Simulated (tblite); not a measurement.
# ClF4H4: the cost of one run

Programs: tblite 0.8.0 and PySCF 2.14.0. All values are calculated, for the isolated system unless a continuum is named. Atoms count from 0, parts from 1.

### 1 Starting point

9 atoms, charge -1, multiplicity 1; geometry: parts in contact. Parts: 1 = atom 0, `[Cl-]`, charge -1; 2 = atoms 1–2, `F`, charge 0; 3 = atoms 3–4, `F`, charge 0; 4 = atoms 5–6, `F`, charge 0; 5 = atoms 7–8, `F`, charge 0. In the given geometry H2 has moved to Cl0 of another part (1.31 Å), so values for the parts refer to these atom groups.

### 2 Search for minima with GFN2-xTB

Job settings and geometry (Å):

```
{"job": {"kind": "dock", "xc": "GFN2-xTB", "basis": "xTB"}, "charge": -1, "multiplicity": 1, "parts": [{"atoms": "0-0", "charge": -1, "multiplicity": 1}, {"atoms": "1-2", "charge": 0, "multiplicity": 1}, {"atoms": "3-4", "charge": 0, "multiplicity": 1}, {"atoms": "5-6", "charge": 0, "multiplicity": 1}, {"atoms": "7-8", "charge": 0, "multiplicity": 1}]}
Cl     0.068002    -0.141138     0.408097
F     -0.025923    -1.435541     2.978354
H      0.062859    -0.725143     1.583284
F      1.732745    -1.744804     4.709938
H      1.058235    -1.629405     4.031140
F     -1.085450    -3.446229     2.005100
H     -0.691550    -2.664665     2.408209
F     -1.548003     0.218280     4.014587
H     -0.927645    -0.410189     3.628900
```

Level: GFN2-xTB search for minima from random contacts, gas phase.

Launch:

```
OMP_NUM_THREADS=1 python cluster_run.py task.json out
```

The driver reads the jobs from task.json and runs them one after another.

Q: Estimate the wall time of this first job on 1 thread of AMD EPYC 7R43, shared host.

About 11 s.
